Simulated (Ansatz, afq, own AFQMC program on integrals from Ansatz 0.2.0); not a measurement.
Two steps: Ansatz 0.2.0 writes the Fock matrix and Cholesky factors of the valence space, and afq projects on them the lowest state that overlaps trial and start.

```yaml
crystal:
  periodic: [false, false, false]
  atoms:
    - {symbol: Cl, position_ang: [0.000000, 0.000000, -2.013521]}
    - {symbol: H, position_ang: [0.000000, 0.000000, -0.579521]}
    - {symbol: N, position_ang: [0.000000, 0.000000, 1.876563]}
    - {symbol: C, position_ang: [0.000000, 0.000000, 0.716479]}
basis:
  gaussian: {orbitals: cc-pVTZ}
magnetization: {spin_polarized: true, initial_magnetization: 1}
correlation: {method: ccsd_t, electrons: outside_noble_gas, hamiltonian_folder: ham}
```

```sh
$ ansatz run in.yaml --threads 1 --pin off --events-out ev --progress --plain --max-ram 16896MiB --backend cuda --devices 0, --max-vram 18GiB
```

Options of the walk:

```
--method phaseless --trial cisd --walkers 1500 --populations 20 --least-time 60 --time-step 0.005 --steps-per-block 50 --equilibration-blocks 28 --max-blocks 4000 --target-error 0.00024 --factor-cut 1e-05 --start spin_pure --seed 252 --release-times 0.24,0.51,0.99,1.5 --release-step 0.03 --release-every 4 --taylor-order 6
```

Times are imaginary, in 1/Eh. The walk had a cap of 368 s. With eight or more populations the least sampling time is a fifth of least-time, and the error comes from their spread.

Log:

```
orbitals 101  electrons 9 8  factors 631 of 639
reference energy -552.32376175 Eh
CCSD correlation -0.55065880 Eh in 16 cycles, weight of the determinant in the CISD state 0.7626
energy of the start -552.833639 Eh
 block  time / (1/Eh)  mean weight  energy / Eh
     1     0.250  1.0003  -552.848123
     2     0.500  1.0016  -552.867590
     3     0.750  1.0004  -552.881097
     4     1.000  0.9997  -552.887908
     5     1.250  0.9997  -552.891950
    10     2.500  0.9997  -552.901799
    31     7.750  0.9990  -552.898562
    41    10.250  0.9998  -552.910703
    56    14.000  1.0004  -552.904605
    81    20.250  1.0001  -552.903000
   106    26.500  1.0006  -552.902430
   131    32.750  1.0005  -552.905015
   156    39.000  1.0005  -552.905352
   181    45.250  0.9999  -552.903888
   206    51.500  0.9996  -552.905445
   231    57.750  1.0007  -552.906715
error from the spread of 20 populations
released: time / (1/Eh)  energy / Eh  error  mean overlap
  0.24  -552.905301  0.000484  0.9941
  0.51  -552.905988  0.000388  0.9883
  0.99  -552.906140  0.000711  0.9849
  1.50  -552.906381  0.001011  0.9759
energy -552.904088 +/- 0.000369 Eh
(rows thinned)
```

The run passed its tests (sampling time, drift between the halves within three errors, error under three times the target), which doesn't prove that it has relaxed, ending at its cap on processor time.

Against this walk (error 10.1 meV) on the same determinant: CCSD(T) 46.2 meV higher. The error is statistical and leaves out the bias of the constraint. The determinant has ⟨S²⟩ = 1.02, so the low cluster orders mix in higher spin (the high orders can go on to a lower state of that spin), while the walk starts as a pure doublet. None of these is a sure reference here. Released to 0.99 1/Eh the energy lies 56 ± 22 meV (both errors) below the phaseless value, which shows part or all of the bias of the constraint, and CCSD(T) lies 102.0 meV above the released value.

Cautions: constraint bias not in the error; error above the target (10.1 against 6.5 meV); higher spins were not checked; raised T1 diagnostic (T1 0.047, weight of the determinant 0.76, largest double 0.07); unrestricted determinant spin contaminated (⟨S²⟩ 1.02 against 0.75); the bias of populations of 75 walkers isn't removed.

The walk took 6.1 min on 1 × NVIDIA H100 80GB HBM3 with 2 threads of AMD EPYC 7R13 Processor (Zen 3) (shared host) (the card was shared). The log's last line is the phaseless energy.

A walk keeps the symmetry of its determinant, which the program's search chose and which needn't be the lowest solution, so a lower state of the same spin and another symmetry isn't excluded.
